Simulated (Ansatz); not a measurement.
Geometry optimisation, Ansatz 0.2.0, RKS BLYP/6-31G*.

input.yaml

```yaml
crystal:
  periodic: [false, false, false]
  atoms:
    - { symbol: Al, position_ang: [0.0, 0.0, 0.0] }
    - { symbol: "N", position_ang: [0.0, 0.0, 2.27] }
    - { symbol: H, position_ang: [-0.877, -0.2713, 2.8] }
    - { symbol: H, position_ang: [0.877, 0.2713, 2.8] }
    - { symbol: H, position_ang: [1.351, 0.0, -0.78] }
    - { symbol: H, position_ang: [-1.351, 0.0, -0.78] }
    - { symbol: H, position_ang: [-0.2326, 1.7497, 0.5865] }
    - { symbol: H, position_ang: [-0.1826, 1.3735, 1.5699] }
basis:
  gaussian: { orbitals: "6-31G*" }
hamiltonian:
  xc: blyp
relax:
  f_tol: 0.15
  max_steps: 25
  restrain:
    - { distance: [0, 6], at: 1.56, k: 30.0 }
    - { distance: [7, 1], at: 1.06, k: 30.0 }
    - { distance: [0, 1], at: 3.12, k: 30.0 }
    - { distance: [7, 6], at: 1.86, k: 30.0 }
```

Run as:

```bash
$ ansatz run input.yaml --threads 1 --pin off --max-ram 2048MiB --backend cpu --events-out ev --progress --plain --runs-dir out
```

**Question.** Where does it end, and by what steps?

**Answer.** The forces met the threshold. The restraints hold the end off the free minimum. After 8 steps the energy has fallen by 1.350 eV (the restraints' own energy left out); Al1 moved furthest, 0.71 Å. Joined: N2–H8 (1.55 → 1.04 Å).

```tsv
step	energy less start (eV)	largest force component (eV/Å)	accepted
0	0.0000	2.220	yes
1	0.0122	4.155	yes
2	-0.5116	4.383	yes
3	-0.8839	2.118	yes
4	-1.2037	2.150	yes
5	-1.2242	1.650	yes
6	-1.3368	0.601	yes
7	-1.3496	0.690	yes
8	-1.3500	0.735	yes
```

```xyz
8
Properties=species:S:1:pos:R:3
Al -0.047 0.427 -0.568
N -0.033 0.130 2.520
H -0.849 -0.042 3.117
H 0.799 0.137 3.121
H 1.389 -0.035 -1.099
H -1.380 -0.289 -1.084
H -0.161 1.707 0.345
H -0.134 1.088 2.114
```

Time of the run: 10 s on 1 thread of Arm Neoverse V2 (shared host), peak memory 0.1 GiB.
